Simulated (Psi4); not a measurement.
**P4 (SMILES P12P3P1P23) at 3 levels**

Aim: a comparison of 3 runs (BHLYP/def2-SVPD, CAM-B3LYP/def2-SVPD, M06-2X/def2-SVPD) of P4. 

The results are computed with Psi4 1.11.

9 further runs of the same task are left out: 9 that didn't finish.

## Step 1: The system as given

P4: 4 atoms, total charge 0, spin state singlet. As SMILES, `P12P3P1P23`. Geometry: relaxed at PBE0-D4/def2-TZVP.

Bond lengths: P1–P2 2.184 Å, P1–P3 2.184 Å, P2–P3 2.184 Å, P1–P4 2.184 Å, P2–P4 2.184 Å, P3–P4 2.184 Å. Some angles: P1–P2–P3 60.0°, P1–P2–P4 60.0°, P3–P2–P4 60.0°, P2–P1–P3 60.0°, P2–P1–P4 60.0°, P3–P1–P4 60.0°, P1–P3–P2 60.0°, P1–P3–P4 60.0°, P2–P3–P4 60.0°, P1–P4–P2 60.0°.

## Step 2: Energy and forces at BHLYP/def2-SVPD (run 1)

Contents of job.dat:

```
memory 1.6 GB

molecule system {
  0 1
  P
  P 1 2.183836
  P 1 2.183749 2 60.00032
  P 3 2.183747 1 60.00076 2 -70.53034
  symmetry c1
  no_reorient
  no_com
}

set basis def2-SVPD
set puream true
set e_convergence 1e-09
set d_convergence 1e-08
set scf_type pk
set dft_radial_points 99
set dft_spherical_points 590

energy_value, wavefunction = gradient("bhhlyp", return_wfn=True)
oeprop(wavefunction, "LOWDIN_CHARGES", "QUADRUPOLE", "DIPOLE", title="BHHLYP")
```

Command:

```sh
psi4 -n 1 job.dat job.out
```

job.out:

```text
[...]
  Running in c1 symmetry.
[...]
  Nuclear repulsion =  327.132413600121595
[...]
  Multiplicity = 1
[...]
  Nalpha       = 30
  Nbeta        = 30
[...]
    Number of basis functions: 96
[...]
   @RKS iter   1: -1364.99961440995298    1.15036e-01   1.87008e-03 ADIIS/DIIS
[...]
   @RKS iter   9: -1365.01807995392528   -2.72848e-12   1.06792e-09 DIIS
[...]
  @RKS Final Energy: -1365.01807995392528
   => Energetics <=
    Nuclear Repulsion Energy =            327.1324136001215948
    One-Electron Energy =               -2539.3864218174921916
    Two-Electron Energy =                 894.9763113882071366
    DFT Exchange-Correlation Energy =     -47.7403831247619763
    Empirical Dispersion Energy =           0.0000000000000000
    VV10 Nonlocal Energy =                  0.0000000000000000
    Total Energy =                      -1365.0180799539252803
[...]
  -Total Gradient:
     Atom            X                  Y                   Z
    ------   -----------------  -----------------  -----------------
       1       -0.003134791078     0.004435253476     0.007660000142
       2       -0.003116648533     0.004416476619    -0.007640938825
       3       -0.003138487716    -0.008862782055    -0.000008479646
       4        0.009388768960     0.000008655552    -0.000011739859
[...]
```

It took 45 s on 1 thread of Intel Xeon at 2.50GHz (Skylake/Cascade Lake), shared host; peak memory 0.63 GiB.

## Step 3: Energy and forces at CAM-B3LYP/def2-SVPD (run 2)

Contents of p4.in:

```
memory 1.6 GB

molecule geom {
  0 1
  P     -1.36967350    -0.18897261     2.11535942
  P      2.44700636     0.20749193     0.59658654
  P     -0.34959933    -2.06301401    -1.41691665
  P     -0.72773353     2.04449469    -1.29484034
  units bohr
  symmetry c1
  no_reorient
  no_com
}

set {
  basis                def2-SVPD
  puream               true
  e_convergence        1e-09
  d_convergence        1e-08
  scf_type             pk
  dft_radial_points    99
  dft_spherical_points 590
}

gradient('cam-b3lyp')
```

Command:

```sh
psi4 -n 1 p4.in p4.out
```

p4.out:

```text
[...]
  Running in c1 symmetry.
[...]
  Nuclear repulsion =  327.132424419381721
[...]
  Multiplicity = 1
[...]
  Nalpha       = 30
  Nbeta        = 30
[...]
    Number of basis functions: 96
[...]
   @RKS iter   1: -1365.02855565706614    8.06590e-02   1.92060e-03 ADIIS/DIIS
[...]
   @RKS iter   9: -1365.04686735787209   -8.86757e-12   1.66842e-09 DIIS
[...]
  @RKS Final Energy: -1365.04686735787209
   => Energetics <=
    Nuclear Repulsion Energy =            327.1324244193817208
    One-Electron Energy =               -2539.3497771885213297
    Two-Electron Energy =                 918.1991479581117801
    DFT Exchange-Correlation Energy =     -71.0286625468442736
    Empirical Dispersion Energy =           0.0000000000000000
    VV10 Nonlocal Energy =                  0.0000000000000000
    Total Energy =                      -1365.0468673578723156
[...]
  -Total Gradient:
     Atom            X                  Y                   Z
    ------   -----------------  -----------------  -----------------
       1        0.005701976854     0.000787252576    -0.008828892387
       2       -0.010174554206    -0.000867373215    -0.002482447790
       3        0.001450488150     0.008616269836     0.005914795936
       4        0.003021463831    -0.008532555448     0.005398690651
[...]
```

Run time: 69 s. Hardware: 1 thread of Intel Xeon at 2.50GHz (Skylake/Cascade Lake), shared host; peak memory 0.71 GiB.

## Step 4: Energy and gradient at M06-2X/def2-SVPD (run 3)

Contents of run.py:

```python
import psi4

psi4.set_memory('1600 MB')
psi4.set_num_threads(1)
psi4.set_output_file('p4.out', False)

geom = psi4.geometry("""
0 1
P
P 1 2.183836
P 1 2.183749 2 60.00032
P 3 2.183747 1 60.00076 2 -70.53034
symmetry c1
no_reorient
no_com
""")

psi4.set_options({
    'basis': 'def2-SVPD',
    'puream': True,
    'e_convergence': 1e-09,
    'd_convergence': 1e-08,
    'scf_type': 'pk',
    'dft_radial_points': 99,
    'dft_spherical_points': 590,
})

energy_value = psi4.gradient('M06-2X')
print('gradient / Eh bohr^-1')
print(energy_value.np.round(6))
```

Command:

```sh
python run.py
```

p4.out:

```text
[...]
  Running in c1 symmetry.
[...]
  Nuclear repulsion =  327.132413600121595
[...]
  Multiplicity = 1
[...]
  Nalpha       = 30
  Nbeta        = 30
[...]
    Number of basis functions: 96
[...]
   @RKS iter   1: -1364.97774576354755    1.30820e-01   1.81412e-03 ADIIS/DIIS
[...]
   @RKS iter   9: -1364.99492926520747   -1.36424e-12   1.08979e-09 DIIS
[...]
  @RKS Final Energy: -1364.99492926520747
   => Energetics <=
    Nuclear Repulsion Energy =            327.1324136001215948
    One-Electron Energy =               -2539.4416718134225448
    Two-Electron Energy =                 891.4130448170402587
    DFT Exchange-Correlation Energy =     -44.0987158689469467
    Empirical Dispersion Energy =           0.0000000000000000
    VV10 Nonlocal Energy =                  0.0000000000000000
    Total Energy =                      -1364.9949292652074746
[...]
  -Total Gradient:
     Atom            X                  Y                   Z
    ------   -----------------  -----------------  -----------------
       1       -0.002311243310     0.003270522578     0.005644982777
       2       -0.002294031106     0.003253099789    -0.005637282772
       3       -0.002316069558    -0.006543821651    -0.000005825309
       4        0.006922405466     0.000013397837    -0.000005520075
[...]
```

The script printed:

```text
gradient / Eh bohr^-1
[[-2.311e-03  3.271e-03  5.645e-03]
 [-2.294e-03  3.253e-03 -5.637e-03]
 [-2.316e-03 -6.544e-03 -6.000e-06]
 [ 6.922e-03  1.300e-05 -6.000e-06]]
```

Run time: 79 s. Hardware: 1 thread of Intel Xeon at 2.50GHz (Skylake/Cascade Lake), shared host; peak memory 0.8 GiB.

## Step 5: All runs side by side

| run | level | energy (Eh) | dipole moment (D) | HOMO energy (eV) | LUMO energy (eV) | wall time |
| --- | --- | --- | --- | --- | --- | --- |
| 1 | BHLYP/def2-SVPD | -1365.018080 | 0.00 | -8.45 | 0.32 | 45 s |
| 2 | CAM-B3LYP/def2-SVPD | -1365.046867 | 0.00 | -8.78 | 0.45 | 69 s |
| 3 | M06-2X/def2-SVPD | -1364.994929 | 0.00 | -8.51 | 0.17 | 79 s |

## Step 6: Results

```
                       quantity           value
            run 3: total energy  -1364.99493 Eh
           run 3: dipole moment          0.00 D
             run 3: HOMO energy        -8.51 eV
             run 3: LUMO energy         0.17 eV
           run 3: HOMO–LUMO gap         8.68 eV
run 3: largest force on an atom      0.357 eV/Å
```

In words: The HOMO–LUMO gap runs from 8.68 eV (M06-2X/def2-SVPD) to 9.23 eV (CAM-B3LYP/def2-SVPD). Totals of different functionals can't be ranked against each other. All runs together took 3.2 min, the longest 79 s.
